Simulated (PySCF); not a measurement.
**J couplings in C5H4O**

Geometry (Å), atoms numbered from 1 in this order:
```xyz
10

C     2.2116   -0.6979    0.5189
C     1.3816    0.0912    0.1156
C     0.4596    1.0581   -0.3656
C    -0.8721    0.8795   -0.5012
C    -1.5609   -0.3730   -0.1588
O    -2.7512   -0.5301   -0.2829
H     2.9380   -1.4044    0.8780
H     0.8928    2.0256   -0.6453
H    -1.5012    1.6882   -0.8833
H    -0.9009   -1.1869    0.2314
```

Method: B3LYP/pcJ-1 (without the spin–dipole term)//PBE0-D3(BJ)/def2-SVP, PySCF; isolated molecule, single conformer, non-relativistic. Couplings are averaged over pairs made equivalent by symmetry, fast rotation or ring inversion, so a value needn't be that of the named pair in this geometry, while other rotamers aren't included; one pair stands for each set, and the list holds a selection of those of at least 1.5 Hz over up to four bonds, among pairs with at least one C or H atom (others weren't computed).

Isotopes: 13C, 1H, 17O. Couplings to quadrupolar nuclei such as 17O and 33S are rarely resolved in practice.

| pair | bonds | J (Hz) |
| --- | --- | --- |
| C1, C2 | 1 | 201.6 |
| C1, H7 | 1 | ? |
| C2, C3 | 1 | ? |
| C3, C4 | 1 | 75.6 |
| C3, H8 | 1 | 174.3 |
| C4, C5 | 1 | 56.9 |
| C4, H9 | 1 | 173.3 |
| C5, O6 | 1 | 33.9 |
| C5, H10 | 1 | 181.6 |
| C1, C3 | 2 | 12.7 |
| C2, C4 | 2 | ? |
| C2, H7 | 2 | 52.0 |
| C3, C5 | 2 | 2.3 |
| C3, H9 | 2 | ? |
| C4, H8 | 2 | -3.1 |
| C4, H10 | 2 | 32.3 |
| C1, C4 | 3 | 2.4 |
| C1, H8 | 3 | 6.5 |
| C2, C5 | 3 | ? |
| C2, H9 | 3 | 15.8 |
| C3, O6 | 3 | -3.1 |
| O6, H9 | 3 | ? |
| H8, H9 | 3 | 13.0 |
| H9, H10 | 3 | 9.0 |
| C4, H7 | 4 | ? |
| H7, H8 | 4 | ? |

Task: Estimate the withheld couplings, with signs.

Result: 
- 1J(C1,H7) = 279.1 Hz (bond length 1.075 Å, sp carbon)
- 1J(C2,C3) = 97.7 Hz (bond length 1.420 Å)
- 2J(C2,C4) = -1.9 Hz (angle at C3 126°)
- 2J(C3,H9) = 2.4 Hz (angle at C4 120°)
- 3J(C2,C5) = 6.8 Hz (dihedral angle 0°)
- 3J(O6,H9) = -1.6 Hz (dihedral angle 0°)
- 4J(C4,H7) = -3.4 Hz
- 4J(H7,H8) = -4.5 Hz
